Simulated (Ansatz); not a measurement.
# ClOSi: the cost of one run

The runs use Ansatz 0.2.0, Gaussian basis; def2-TZVPP, core rule «outside noble gas», up to 11 orbitals frozen.

To be run: UHF; ROHF; CCSD(T) on UHF.

### Step 1. The system

The geometry is a PBE0/def2-TZVP stationary point (not a proven minimum).

3 atoms, charge 0, spin multiplicity 4.

Atoms are counted from 1 here; the program's logs count them from 0.

Bond lengths: Cl1–Si3 2.238 Å, O2–Si3 1.908 Å. Angles: Cl1–Si3–O2 65.5°.

### Step 2. UHF

The input, in.yaml:

```yaml
crystal:
  periodic: [false, false, false]
  atoms:
    - {symbol: Cl, position_ang: [0.000000, -0.104654, 1.131961]}
    - {symbol: O, position_ang: [0.000000, 1.273898, -0.660805]}
    - {symbol: Si, position_ang: [0.000000, -0.593591, -1.052463]}
basis:
  gaussian: {orbitals: def2-TZVPP}
magnetization: {spin_polarized: true, initial_magnetization: 3}
hamiltonian: {xc: hf}
output: {orbitals: {seedname: orbitals}}
```

On the command line:

```console
$ ansatz run in.yaml --threads 1 --pin off --events-out ev --progress --plain --max-ram 4096MiB --backend cpu
```

**Question.** How long does this run take on 1 thread of AMD EPYC 7R13, shared host, and how much memory does it need?

About 20 s, with a peak of 0.34 GiB.
